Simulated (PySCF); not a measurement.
Molecule: `F[C@H]1CCS1`, C$_{3}$H$_{5}$FS.

Bonds (- single, = double, # triple, : aromatic): F1-C2 1.358 Å, C2-C3 1.525 Å, C3-C4 1.533 Å, C4-S5 1.837 Å, S5-C2 1.835 Å. C2 carries H6; C3 carries H7, H8; C4 carries H9, H10. Stereochemistry as in F[C@H]1CCS1. H8, H10 are cis to F1 on the ring; H7, H9 are trans to F1 on the ring.

Geometry PBE0-D3(BJ)/def2-SVP throughout; GIAO in PySCF, gas phase, one conformer, non-relativistic; equivalent atoms averaged; functional PBE0.

For orientation, def2-SVP gives these absolute shieldings σ: C2 102.6, C3 158.6, C4 176.1, S5 485.5, H6 25.70, H8 28.49, H7 28.98, H9 28.88, H10 29.13 ppm.

A run gave: C2 104.6, C3 157.0, C4 176.0, S5 452.0, H6 25.89, H8 28.80, H7 29.32, H9 29.27, H10 29.46 ppm (absolute shieldings σ).

Question: Which basis set was used in that run?
A. cc-pVDZ
B. def2-TZVP
C. 6-31G
D. 6-31G*
E. IGLO-III

Answer: D. S5 tells them apart best: 6-31G* gives 452.0, cc-pVDZ gives 472.2, def2-TZVP gives 372.3, IGLO-III gives 393.1, 6-31G gives 472.2 ppm.
